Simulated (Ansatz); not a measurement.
Chalcopyrite CdGeAs2, treated with revPBE (Ansatz, a quantum-chemistry and plane-wave program, PAW).

Numerical settings: plane-wave cutoff 520 eV, 8×8×8 k mesh, Fermi–Dirac smearing 0.01 eV, scalar-relativistic PAW data made under PBE.

Cell (relaxed at this level):

```cif
data_As4Cd2Ge2
_chemical_formula_sum 'Cd2 Ge2 As4'
_space_group_name_H-M_alt 'P 1'
_space_group_IT_number 1
_cell_length_a 7.21608
_cell_length_b 7.21608
_cell_length_c 7.21608
_cell_angle_alpha 130.001
_cell_angle_beta 130.001
_cell_angle_gamma 73.405
loop_
_space_group_symop_operation_xyz
  'x, y, z'
loop_
_atom_site_label
_atom_site_type_symbol
_atom_site_fract_x
_atom_site_fract_y
_atom_site_fract_z
_atom_site_occupancy
Cd1 Cd 0.00000 0.00000 0.00000 1
Cd2 Cd 0.75000 0.25000 0.50000 1
Ge1 Ge 0.50000 0.50000 0.00000 1
Ge2 Ge 0.25000 0.75000 0.50000 1
As1 As 0.87500 0.84733 0.47233 1
As2 As 0.15267 0.62500 0.02767 1
As3 As 0.37500 0.40267 0.52767 1
As4 As 0.59733 0.12500 0.97233 1
```

What does this level give for the bulk modulus and pressure derivative B′ of the bulk modulus?


- bulk modulus: 48.5 GPa
- pressure derivative B′ of the bulk modulus: 4.7

The run finds no gap.

Measured, for comparison: bulk modulus 69.9 GPa (temperature not stated, no zero-point or thermal correction; as tabulated in Toher et al. (2017), arXiv:1611.05714). Computed (rounded) less measured: bulk modulus -31 %.

Note: the gap of the solid is closed in this run; this level leaves the solid without a gap, although one is measured; the bulk modulus comes from volumes at which shape and atoms were relaxed.
